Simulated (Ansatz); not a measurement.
A made-up structure of CH4S2, closed shell:

S1  (-1.053, 0.721, -1.122)
C2  (-0.064, -0.148, 0.123)
S3  (1.603, 0.559, 0.056)
H4  (2.940, 0.311, 0.020)
H5  (-0.015, -1.212, -0.100)
H6  (-0.505, 0.004, 1.107)
H7  (2.254, -0.563, 0.403)
(Å)

It is relaxed with PBE-D4/def2-SVP and then PBE0-D4/def2-TZVP (Ansatz 0.2.0). Atoms count as bonded within 1.22 times the sum of their covalent radii (H–H: 0.88 Å). The end point is not checked to be a true minimum.

(1) Does its bonding change? (A judgement: the text doesn't fix the answer.)

Answers

(1) The calculation gives: Yes. Formed: none; broken: C2–S3.

Where it ends: The first stage lowers the energy by 3.85 eV in 55 steps. It ends as a complex of CH₂S ([CH2][S]) + H₂S:
```xyz
7
angstrom
S -0.7037 -0.0487 -1.6285
C -0.6019 -0.3007 -0.0496
S 2.6371 0.1918 0.9787
H 2.2893 1.2423 0.2200
H -0.3875 -1.2823 0.3719
H -0.7517 0.4953 0.6792
H 2.6805 -0.6241 -0.0854
```

Labels in which every atom is bracketed show which atoms are joined, not bond orders.

For scale, one of the runs: PBE0-D4/def2-TZVP relaxation, 129 basis functions, launched by `ansatz run in.yaml --threads 2 --pin off --events-out ev --progress --plain --max-ram 4352MiB`. Hardware: 2 CPU threads of an Intel Xeon 6975P-C, shared host. Wall time about 22 s.
